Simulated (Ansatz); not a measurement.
## doublet PO₂: levels of theory in one basis

```yaml
atoms:
  - { symbol: O, position_ang: [0.0000, 0.1949, -1.3648] }
  - { symbol: P, position_ang: [0.0000, -0.3898, 0.0000] }
  - { symbol: O, position_ang: [0.0000, 0.1949, 1.3648] }
```

Basis set: def2-SVP (spherical functions). Left uncorrelated: 7 orbitals. Correlation on ROHF uses semicanonical orbitals with singles. Charge 0, multiplicity 2.

Computed with Ansatz (development build ahead of 0.2.0); each method stands on the lowest determinant of its kind that the runs found.

```json
{"method": "ROHF", "E − E(ROHF) (eV)": "0.00", "<S²> of the determinant": "–"}
{"method": "UHF", "E − E(ROHF) (eV)": "-0.20", "<S²> of the determinant": "0.77"}
{"method": "UHF-MP2", "E − E(ROHF) (eV)": "-13.38", "<S²> of the determinant": "0.77"}
{"method": "ROHF-CCSD(T)", "E − E(ROHF) (eV)": "-13.92", "<S²> of the determinant": "–"}
{"method": "UHF-CCSD(T)", "E − E(ROHF) (eV)": "-13.91", "<S²> of the determinant": "0.77"}
```

Problem. What does ROHF-MP2 give on the same scale?

Solution. -13.47 eV.

Problem. Is a single determinant a sound starting point here?

Solution. By this sign, yes. Unrestricted orbitals gain 0.20 eV and <S²> is 0.77 against 0.75 for a pure state.
